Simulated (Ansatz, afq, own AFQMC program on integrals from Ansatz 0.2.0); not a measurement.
# Where AFQMC and coupled cluster stand for SiH₂Br, doublet

| atom | x (Å) | y (Å) | z (Å) |
| --- | --- | --- | --- |
| Br | -2.0826 | 0.3699 | 0.0000 |
| H | -0.5626 | 0.3699 | 0.0000 |
| Si | 1.1244 | 0.3699 | 0.0000 |
| H | 1.5208 | -1.1096 | 0.0000 |

Connectivity, by distances: Br ··· SiH, 1 bridging H.

Basis cc-pVTZ. Only valence electrons are correlated. Ansatz 0.2.0 and our own AFQMC program on the same integrals; the CISD trial comes from CCSD amplitudes, and released means the phaseless constraint is let go. ± is one standard error of the sampling. No spin–orbit coupling.

Determinant: UHF, the one that the program's search chose, which needn't be the lowest solution. The geometry is a point of a scan.

No full CI on the walks' own integrals is used here; CCSDT(Q) serves as the reference and is uncertain by about the last step of the cluster series.

Cautions: no relativity below Rb; no spin-orbit coupling; inner d shell frozen; an unrestricted solution with more broken spin lies lower (26 meV, ⟨S²⟩ 0.99); the released energies are still falling, so no released level is given (meV from the phaseless value at times in 1/Eh: -2 ± 7 at 0.24, -6 ± 6 at 0.51, -14 ± 6 at 0.99, -31 ± 8 at 1.62, -18 ± 12 at 2.40).

The T1 diagnostic is 0.0178, the weight of the determinant in the CISD state is 0.843 and the ⟨S²⟩ of the determinant is 0.797. The size of the correlated space is 13 electrons in 86 orbitals.

| level | correlation energy (eV) |
| --- | --- |
| MP2 | -7.3283 |
| CCSD | -8.4139 |
| CCSD(T) | -8.7397 |

(1) Estimate where phaseless AFQMC with the Hartree–Fock trial lies against CCSD(T) on the same integrals.

(1) 0.70 ± 0.60 kcal/mol below CCSD(T). The gap is under twice the noise, so this walk alone can't tell the two apart.

Reference: CCSDT(Q), correlation energy -8.794 eV.

```
        level  E − E(reference) (kcal/mol)  share of correlation (%)
      CCSD(T)                         1.24                     99.39
        CCSDT                         0.36                     99.82
  ph-AFQMC/HF                  0.55 ± 0.60                     99.73
ph-AFQMC/CISD                  0.30 ± 0.13                     99.85
```

A walk keeps the symmetry of its determinant, which the program's search chose and which needn't be the lowest solution, so a lower state of the same spin and another symmetry isn't excluded.
